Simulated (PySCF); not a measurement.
Si(H)4, SMILES [SiH4], PBE0/def2-SVP optimised geometry.

```
5

Si    -0.50    -0.35     0.00
H     -1.00     1.06     0.00
H     -1.00    -1.06    -1.22
H     -1.00    -1.06     1.22
H      1.00    -0.35     0.00
```

Density from PBE0/def2-TZVP in PySCF at that geometry.

Minimum of the electron density along straight lines between bonded atoms, close to the bond critical point (lines longer than 1.1 times the sum of covalent radii, or with two minima, are not listed):

| bond | length / Å | ρ at the minimum / e bohr⁻³ | ∇²ρ there / e bohr⁻⁵ | position (fraction from the first atom) |
|---|---|---|---|---|
| Si1–H2 | 1.493 | 0.119 | 0.16 | 0.49 |
| Si1–H3 | 1.493 | 0.119 | 0.16 | 0.49 |
| Si1–H4 | 1.493 | 0.119 | 0.16 | 0.49 |
| Si1–H5 | 1.493 | 0.119 | 0.16 | 0.49 |
